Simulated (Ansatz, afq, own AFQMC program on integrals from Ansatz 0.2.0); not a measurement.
# Ge₂H₃, doublet → Ge2H3, quartet

| atom | x (Å) | y (Å) | z (Å) |
| --- | --- | --- | --- |
| Ge | -0.0020 | 0.0000 | 1.2075 |
| Ge | -0.0014 | 0.0000 | -1.2815 |
| H | 1.5002 | 0.0000 | 1.5882 |
| H | -0.6286 | 1.2435 | 1.8741 |
| H | -0.6287 | -1.2435 | 1.8741 |

Connectivity, by distances: GeH3–Ge.

E(quartet, charge +0) − E(doublet, charge +0) at this geometry, on UHF and UHF determinants.

Basis cc-pVDZ. Noble-gas cores (and the filled d shells of Ga–Kr and In–Xe) are frozen. AFQMC by an in-house program on the Cholesky factors that Ansatz 0.2.0 writes for its CCSD(T) run. ph-AFQMC/CISD is guided by a CISD state made of CCSD amplitudes; releasing the constraint for a short imaginary time cuts its bias at the price of noise, slowly where states lie close. ± is one standard error of the sampling. No spin–orbit coupling. The errors of all members are added in quadrature.

No full CI on the walks' own integrals is used here. The released AFQMC energy serves as the reference, which it does only where one determinant dominates, the energy is flat over the last release times and near the phaseless one (40 meV or 2 meV an electron, half that with transition metals). On small molecules, where full CI could be run and the noise was under 10 meV, such values lay within 10 meV of it in 19 cases of 20, a flattering rate, since the rule was set on those same cases; what remains of the bias isn't in the error bar. Each member takes its own surest rung, up to full CI.

Errors are counted within cc-pVDZ, not against nature.

Cautions: inner d shell frozen; no relativity below Rb; no spin-orbit coupling; Ge₂H₃ (doublet): the released value is read at 1.50 1/Eh (meV from the phaseless value at times in 1/Eh: 3 ± 10 at 0.24, -4 ± 9 at 0.50, -1 ± 9 at 1.00, -5 ± 8 at 1.50); Ge₂H₃ (quartet): another spin lies lower, the released value is read at 1.50 1/Eh with a noise of 11 meV, more than in the cases checked (meV from the phaseless value at times in 1/Eh: -6 ± 11 at 0.24, -4 ± 9 at 0.50, -16 ± 8 at 1.00, 3 ± 11 at 1.50).

Reference (AFQMC with the constraint released): 24.0 ± 0.3 kcal/mol.

```json
{"level": "HF", "vertical spin gap (kcal/mol)": "14.7", "error against released AFQMC (kcal/mol)": "-9.3 ± 0.3"}
{"level": "MP2", "vertical spin gap (kcal/mol)": "21.2", "error against released AFQMC (kcal/mol)": "-2.9 ± 0.3"}
{"level": "CCSD", "vertical spin gap (kcal/mol)": "23.8", "error against released AFQMC (kcal/mol)": "-0.3 ± 0.3"}
{"level": "CCSD(T)", "vertical spin gap (kcal/mol)": "24.0", "error against released AFQMC (kcal/mol)": "-0.1 ± 0.3"}
{"level": "ph-AFQMC/CISD", "vertical spin gap (kcal/mol)": "23.9 ± 0.3", "error against released AFQMC (kcal/mol)": "-0.2 ± 0.4"}
```

Correlation beyond CCSD(T) changes it by less than twice the noise. The perturbative (T) step is worth +0.2 kcal/mol.

A walk keeps the symmetry of its determinant, which the program's search chose and which needn't be the lowest solution, so a lower state of the same spin and another symmetry isn't excluded. Released energies are given only where the last usable release times agree within the noise; a slower fall can still hide under it.
